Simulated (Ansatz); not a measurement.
in.yaml

```yaml
crystal:
  periodic: [false, false, false]
  atoms:
    - {symbol: P, position_ang: [0.007737, 0.002772, -0.034027]}
    - {symbol: H, position_ang: [1.196835, 0.025696, 0.351182]}
    - {symbol: H, position_ang: [-0.771005, 1.145552, 0.336505]}
    - {symbol: H, position_ang: [-0.663573, -1.256420, 0.357964]}
basis:
  gaussian: {orbitals: "6-31G*"}
total_charge: 1
magnetization: {spin_polarized: false, initial_magnetization: 1}
hamiltonian: {xc: {name: PBE0}}
correlation: {method: bccd, electrons: outside_noble_gas}
```

```sh
$ ansatz run in.yaml --threads 1 --pin off --events-out ev --progress --plain --max-ram 2393MiB
```

The program prints:

```
261 factors; integrals over basis functions are off by at most 8.0e-4 eV
mean field evaluation 1: about -9322.1654 eV, gradient 1.2e1 eV
mean field evaluation 2: about -9322.2810 eV, gradient 1.2e1 eV
mean field evaluation 4: about -9322.8286 eV, gradient 3.1e-1 eV
mean field evaluation 8: about -9322.8298 eV, gradient 1.8e-2 eV
mean field evaluation 16: about -9322.8298 eV, gradient 5.8e-6 eV
mean field -9322.82976569 eV, -342.6076746481 hartree, gradient 5.8e-6 eV, S^2 0.750000; 0 other end points of the search recorded, 0 dependent functions left out
5 core orbitals not correlated: weight in the atoms' cores, before any rotation towards them, 1.000 or more for the frozen orbitals, at most 0.000 for the correlated occupied ones
reference -9309.20398612 eV, -342.1069364849 hartree; 4, 3 occupied and 16, 17 virtual orbitals, 261 factors
second order -2.35509596 eV of doubles, -0.12185688 eV of singles
cycle   1  -2.89070579 eV  change   -4.2e-1 eV  update   4.6e-2
cycle   2  -3.03942142 eV  change   -1.5e-1 eV  update   1.6e-2
cycle   3  -3.05266713 eV  change   -1.3e-2 eV  update   4.6e-3
cycle   4  -3.05214723 eV  change    5.2e-4 eV  update   1.7e-3
cycle   5  -3.05210758 eV  change    4.0e-5 eV  update   6.7e-4
cycle   6  -3.05214445 eV  change   -3.7e-5 eV  update   1.6e-4
cycle   7  -3.05217780 eV  change   -3.3e-5 eV  update   5.3e-5
cycle   8  -3.05218402 eV  change   -6.2e-6 eV  update   1.8e-5
cycle   9  -3.05218439 eV  change   -3.7e-7 eV  update   6.0e-6
Total energy: -9312.25617051 eV, -342.2191021923 hartree
```

Ran on 1 thread of Arm Neoverse V1, shared host: 0.75 s wall, 0.08 GiB peak host memory.
